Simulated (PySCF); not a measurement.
## PH3: calculation against experiment

**What was measured.**

From NIST CCCBDB Release 22 (SRD 101), experimental dipoles, for the gas: dipole moment (microwave Stark effect) 0.58 D.

How close the calculation comes is told at the end.

PH3.
Atom-mapped SMILES: `[PH3:1]` (hydrogens: H2, H3, H4 on P1)

Structure used (PBE0-D3(BJ)/def2-SVP), in Å, numbered top down from 1:
```xyz
4
PH3 angstrom
P      0.026   -0.041    0.476
H     -0.599    1.021   -0.247
H      1.199   -0.004   -0.337
H     -0.590   -1.049   -0.327
```

The PySCF runs (gas phase, on this PBE0-D3(BJ)/def2-SVP geometry; no spin–orbit coupling):

```csv
level,job,basis functions,wall time
"PBE0-D3(BJ)/def2-SVP, grid level 1",geometry optimisation from a GFN2-xTB start shaken at random,33,2.1 s
```

Hardware: one thread of an Arm Neoverse N1 (shared host).

Results beside the measurements:

**Dipole moment.** Measured: 0.58 D (NIST CCCBDB Release 22 (SRD 101), experimental dipoles).

| level | computed (D) | computed − measured (D) | % (from the printed values) |
| --- | --- | --- | --- |
| PBE0-D3(BJ)/def2-SVP | 0.91 | +0.33 | +57 |

The computed dipoles belong to one fixed geometry; measured ones are averaged over vibrations unless marked μe. Magnitudes are compared, not signs.

No measured geometry was used, and the causes of the misses weren't examined.
